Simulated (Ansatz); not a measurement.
## Worked example: correlation energy of [H···H···SiH], doublet

Geometry: a point of a hydrogen-transfer path between rigid fragments, not a stationary point.

```xyz
4

H    -2.4069    0.0479    0.0000
H    -1.3709    0.0479    0.0000
Si    0.1171    0.0479    0.0000
H     0.5136   -1.4316    0.0000
```

Basis cc-pVTZ; Ansatz 0.2.0. Correlated methods freeze the noble-gas cores, which leaves 7 electrons in 71 orbitals. Prefix R: restricted or restricted open-shell reference; prefix U: unrestricted.

Full CI isn't at hand for all of this; UCCSDT(Q) serves as the reference, and is uncertain by about the last step of the cluster series.

The cluster runs stand on a determinant 0.46 eV above the lowest UHF solution, chosen by trial CCSD; the correlation energy below is counted from it.

Runs differ by some tens of microhartree through their thresholds and, for an open shell, their frozen cores, so steps under 0.03 kcal/mol mean nothing.

```json
{"level": "UHF determinant under the cluster runs", "total energy (hartree)": "-290.493158"}
{"level": "UMP2", "total energy (hartree)": "-290.624980"}
{"level": "UCCSD", "total energy (hartree)": "-290.658986"}
{"level": "UCCSD(T)", "total energy (hartree)": "-290.665436"}
{"level": "UCCSDT", "total energy (hartree)": "-290.666857"}
{"level": "UCCSDT(Q)", "total energy (hartree)": "-290.667167"}
```

**Question.** What is the correlation energy at UCCSDT(Q), and what share of it do UMP2 and UCCSD recover?

**Answer.** E(corr) = -290.667167 − (-290.493158) = -0.174009 hartree = -4.735 eV. UMP2: -0.131822 / -0.174009 = 75.76 %. UCCSD: -0.165828 / -0.174009 = 95.30 %.

**Question.** By how many kcal/mol does UCCSD(T) miss UCCSDT(Q) (1 hartree = 627.509 kcal/mol), and which steps make up the rest?

**Answer.** -290.665436 − (-290.667167) = 0.001731 hartree = 1.09 kcal/mol. Steps: UCCSDT − UCCSD(T) = -0.89, UCCSDT(Q) − UCCSDT = -0.19 kcal/mol. Differences between like states or geometries often cancel part of this.
